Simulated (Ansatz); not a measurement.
## Li (bcc): energy against volume

All numbers below come from DFT, PBEsol, plane waves (420 eV) with PAW, scalar-relativistic in Ansatz 0.2.0. (PAW data from PBE, frozen cores regenerated.)

The cell is scaled uniformly from the relaxed one, with fractional coordinates and shape fixed. Energies are extrapolated to zero smearing, pressures are those at the given smearing. Magnetic state: spin not included.

A Birch-Murnaghan fit gives V₀ = 20.24 Å³/atom, B₀ = 13.7 GPa, B₀′ = 3.3.

Problem. What are the energy above the minimum and the pressure at 18.558 Å³/atom?

Solution. 6.8 meV/atom and 1.39 GPa as computed.

Problem. What are the energy above the minimum and the pressure at 19.365 Å³/atom?

Solution. 1.7 meV/atom and 0.67 GPa as computed.

Problem. What are the energy above the minimum and the pressure at 20.979 Å³/atom?

Solution. 1.1 meV/atom and -0.45 GPa as computed.
